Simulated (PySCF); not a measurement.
# How good is the calculation?

Numbering as in the mapped SMILES `[CH3:1][CH2:2][S:3](=[O:4])(=[O:5])[OH:6]`; H(Xn) means a hydrogen on atom n.

The experiment to reproduce: δ $^{13}$C C2 46.7; C1 8.0 ppm (measured; solution, not stated per compound (mostly CDCl3 or CCl4); Pretsch, Buehlmann, Badertscher, Structure Determination of Organic Compounds, 4th ed. (2009)).

Computed data (PySCF 2.14.0 with density-fitted response routines): PBE0-D3(BJ)/def2-TZVP geometry, B97-2/pcSseg-2 with gauge-including orbitals. Non-relativistic Hamiltonian, equivalent nuclei averaged, one computed conformer, no solvent model.

Problem. What does the calculation give, and how does it compare?

Solution. 
Reference values: measured (solution, not stated per compound (mostly CDCl3 or CCl4); Pretsch, Buehlmann, Badertscher, Structure Determination of Organic Compounds, 4th ed. (2009)).
| atoms | quantity | reference | computed | computed, scaled |
| --- | --- | --- | --- | --- |
| C2 | δ $^{13}$C | 46.7 | 51.3 | 47.4 |
| C1 | δ $^{13}$C | 8.0 | 11.0 | 8.5 |

Computed shifts are σ(ref) − σ with the named reference compound (TMS for H and C) calculated as an isolated molecule at the same level. The measured values may be among those fitted. Scaled to experiment by linear calibration (H and C: mostly CDCl3 data, vs TMS): $^{13}$C: δ = 176.83 − 0.965σ (rms 2.0 ppm, 507 shifts, 2.1 ppm with the 1 outlier that the fit left out). Occasional misses reach two or three times the rms, and more in compound classes unlike the fitted ones.

Problem. How far are the unscaled $^{13}$C shifts from the references?

Solution. Mean signed difference +3.80 ppm, mean absolute 3.80 ppm over 2 comparisons; the largest is +4.6 ppm at C2 (sp3 CH2 bonded to S).
